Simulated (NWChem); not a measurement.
Everything below was run with NWChem. System: CH$_{4}$S, charge 0, spin multiplicity 1, displaced from the optimised geometry. Level: RHF/cc-pVDZ, spin-restricted.

The NWChem input:

```
start mol
memory heap 200 mb stack 900 mb global 1100 mb
geometry units angstroms nocenter noautoz noautosym
  C      1.046808     0.473258     0.000000
  S     -0.572000    -0.341303     0.000000
  H      1.312729     1.544712     1.574761
  H      1.795086    -0.331291     0.000000
  H      1.198763     1.085517    -0.899863
  H     -1.321467     0.781566     0.000000
end
basis spherical
  * library cc-pvdz
end
scf
  rhf
  nopen 0
  maxiter 100
  thresh 1e-7
  semidirect memsize 60000000 filesize 0
end
task scf energy
```

Part of the output:

```
             Northwest Computational Chemistry Package (NWChem) 7.3.0
             --------------------------------------------------------

                                NWChem Input Module
                                -------------------

 Scaling coordinates for geometry "geometry" by  1.889725989
 (inverse scale =  0.529177249)

                             Geometry "geometry" -> ""
                             -------------------------

 Output coordinates in angstroms (scale by  1.889725989 to convert to a.u.)

  No.       Tag          Charge          X              Y              Z
 ---- ---------------- ---------- -------------- -------------- --------------
    1 C                    6.0000     1.04680800     0.47325800     0.00000000
    2 S                   16.0000    -0.57200000    -0.34130300     0.00000000
    3 H                    1.0000     1.31272900     1.54471200     1.57476100
    4 H                    1.0000     1.79508600    -0.33129100     0.00000000
    5 H                    1.0000     1.19876300     1.08551700    -0.89986300
    6 H                    1.0000    -1.32146700     0.78156600     0.00000000

 Effective nuclear repulsion energy (a.u.)      54.0797525692

            Nuclear Dipole moment (a.u.)
            ----------------------------
        X                 Y               Z
 ---------------- ---------------- ----------------
     0.2153512839     0.8677697329     1.2753722902


 Summary of "ao basis" -> "" (spherical)
 ------------------------------------------------------------------------------
       Tag                 Description            Shells   Functions and Types
 ---------------- ------------------------------  ------  ---------------------
 *                          cc-pvdz                   on all atoms

 Summary of "ao basis" -> "ao basis" (spherical)
 ------------------------------------------------------------------------------
       Tag                 Description            Shells   Functions and Types
 ---------------- ------------------------------  ------  ---------------------
 C                          cc-pvdz                  6       14   3s2p1d
 S                          cc-pvdz                  8       18   4s3p1d
 H                          cc-pvdz                  3        5   2s1p

                                 NWChem SCF Module
                                 -----------------

  ao basis        = "ao basis"
  functions       =    52
  atoms           =     6
  closed shells   =    13
  open shells     =     0
  charge          =   0.00
  wavefunction    = RHF
  use symmetry    = F
  symmetry adapt  = F

 Summary of "ao basis" -> "ao basis" (spherical)
 ------------------------------------------------------------------------------
       Tag                 Description            Shells   Functions and Types
 ---------------- ------------------------------  ------  ---------------------
 C                          cc-pvdz                  6       14   3s2p1d
 S                          cc-pvdz                  8       18   4s3p1d
 H                          cc-pvdz                  3        5   2s1p

 Forming initial guess at       0.0s

      Superposition of Atomic Density Guess
      -------------------------------------

 Sum of atomic energies:        -437.14083395

      Non-variational initial energy
      ------------------------------

 Total energy =    -437.625273
 1-e energy   =    -709.086168
 2-e energy   =     217.381143
 HOMO         =      -0.252386
[...]
             ----- ------------------- --------- --------- --------
                 1     -437.5614870767  4.93D-01  1.48D-01      0.6
                 2     -437.5856170091  2.02D-01  6.17D-02      0.6
                 3     -437.5901114408  1.66D-02  6.06D-03      0.6
                 4     -437.5901658386  1.89D-04  3.87D-05      0.6
                 5     -437.5901658440  1.40D-08  3.39D-09      0.7

       Final RHF  results
       ------------------

         Total SCF energy =   -437.590165843960
      One-electron energy =   -710.209195215265
      Two-electron energy =    218.539276802127
 Nuclear repulsion energy =     54.079752569178

        Time for solution =      0.1s

             Final eigenvalues
             -----------------

              1
    1  -91.9710
    2  -11.3333
    3   -8.9731
    4   -6.6550
    5   -6.6536
    6   -6.6513
    7   -1.0394
    8   -0.8557
    9   -0.6195
   10   -0.5438
   11   -0.4997
   12   -0.4293
   13   -0.3405
   14    0.0694
   15    0.1627
   16    0.1939
   17    0.2372
   18    0.2424
   19    0.5029
   20    0.5606
   21    0.5965
   22    0.6547
   23    0.6758

                       ROHF Final Molecular Orbital Analysis
                       -------------------------------------

 Vector   11  Occ=2.000000D+00  E=-4.996936D-01
              MO Center= -7.8D-02, -4.4D-02,  3.1D-03, r^2= 2.4D+00
   Bfn.  Coefficient  Atom+Function         Bfn.  Coefficient  Atom+Function
  ----- ------------  ---------------      ----- ------------  ---------------
    23      0.345749  2 S  py                18     -0.294748  2 S  s
    26      0.265992  2 S  py                 6      0.223727  1 C  pz
    48      0.166664  6 H  s                 43     -0.164573  5 H  s
     4     -0.163745  1 C  px                17     -0.151343  2 S  s

 Vector   12  Occ=2.000000D+00  E=-4.292563D-01
              MO Center=  2.1D-01,  2.3D-01,  3.9D-01, r^2= 2.9D+00
   Bfn.  Coefficient  Atom+Function         Bfn.  Coefficient  Atom+Function
  ----- ------------  ---------------      ----- ------------  ---------------
    24      0.308609  2 S  pz                27      0.286272  2 S  pz
     5      0.221168  1 C  py                23     -0.215927  2 S  py
    33      0.191070  3 H  s                 26     -0.188412  2 S  py
    34      0.186997  3 H  s                 18      0.165743  2 S  s
     8      0.155378  1 C  py

 Vector   13  Occ=2.000000D+00  E=-3.404840D-01
              MO Center=  2.1D-01,  3.6D-01,  4.5D-01, r^2= 3.4D+00
   Bfn.  Coefficient  Atom+Function         Bfn.  Coefficient  Atom+Function
  ----- ------------  ---------------      ----- ------------  ---------------
    27      0.461728  2 S  pz                24      0.421106  2 S  pz
    34     -0.299859  3 H  s                 33     -0.256603  3 H  s
     6     -0.168255  1 C  pz                 9     -0.155899  1 C  pz

 Vector   14  Occ=0.000000D+00  E= 6.935226D-02
              MO Center=  9.9D-01,  9.4D-01,  7.8D-01, r^2= 3.3D+00
   Bfn.  Coefficient  Atom+Function         Bfn.  Coefficient  Atom+Function
  ----- ------------  ---------------      ----- ------------  ---------------
    34     -0.734693  3 H  s                  3      0.718302  1 C  s
     9      0.418659  1 C  pz                 6      0.281806  1 C  pz
     8      0.264116  1 C  py                33     -0.241255  3 H  s
    25     -0.235582  2 S  px                49     -0.203064  6 H  s
    44     -0.198354  5 H  s                 27     -0.184329  2 S  pz

 Vector   15  Occ=0.000000D+00  E= 1.627050D-01
              MO Center= -4.9D-01,  5.0D-01, -3.7D-02, r^2= 4.5D+00
   Bfn.  Coefficient  Atom+Function         Bfn.  Coefficient  Atom+Function
  ----- ------------  ---------------      ----- ------------  ---------------
    49      1.352497  6 H  s                 18     -0.766629  2 S  s
     3     -0.727833  1 C  s                 26     -0.690258  2 S  py
    25      0.654121  2 S  px                44      0.562606  5 H  s
    39      0.466947  4 H  s                  9      0.374664  1 C  pz
    34     -0.274349  3 H  s                  8      0.218977  1 C  py

 Vector   16  Occ=0.000000D+00  E= 1.939213D-01
              MO Center=  2.9D-01,  3.1D-01, -1.6D-01, r^2= 5.4D+00
   Bfn.  Coefficient  Atom+Function         Bfn.  Coefficient  Atom+Function
  ----- ------------  ---------------      ----- ------------  ---------------
     3      1.681055  1 C  s                 18     -1.139921  2 S  s
    49      0.903282  6 H  s                 39     -0.877421  4 H  s
    44     -0.763126  5 H  s                 26     -0.715802  2 S  py
    25     -0.426880  2 S  px                 8     -0.409754  1 C  py
     9     -0.379520  1 C  pz                 7     -0.289443  1 C  px

 center of mass
 --------------
 x =  -0.10699265 y =  -0.08379002 z =   0.02677629

 moments of inertia (a.u.)
 ------------------
          49.787770769110         -49.212988648320          -3.695185584853
         -49.212988648320         124.825804801425          -5.346903691922
          -3.695185584853          -5.346903691922         151.003632319911

  Mulliken analysis of the total density
  --------------------------------------

    Atom       Charge   Shell Charges
 -----------   ------   -------------------------------------------------------
    1 C    6     6.20   2.00  0.66  0.60  1.80  1.08  0.06
    2 S   16    16.05   2.00  2.01  0.90  0.89  6.00  2.30  1.85  0.09
    3 H    1     1.05   0.49  0.56  0.00
    4 H    1     0.89   0.73  0.13  0.03
    5 H    1     0.89   0.73  0.13  0.03
    6 H    1     0.91   0.70  0.17  0.03

       Multipole analysis of the density wrt the origin
       ------------------------------------------------

     L   x y z        total         open         nuclear
     -   - - -        -----         ----         -------
     0   0 0 0     -0.000000      0.000000     26.000000

     1   1 0 0      0.047556      0.000000      0.215351
     1   0 1 0      0.172367      0.000000      0.867770
     1   0 0 1     -0.433126      0.000000      1.275372

     2   2 0 0    -14.811586      0.000000     71.202326
     2   1 1 0     -1.785469      0.000000     27.845813
     2   1 0 1     -1.063657      0.000000      3.530040
     2   0 2 0    -16.503422      0.000000     26.757000
     2   0 1 1     -0.817478      0.000000      5.198526
     2   0 0 2    -17.584797      0.000000     11.747465

 Task  times  cpu:        0.7s     wall:        0.7s

 Total times  cpu:        0.7s     wall:        0.7s
```
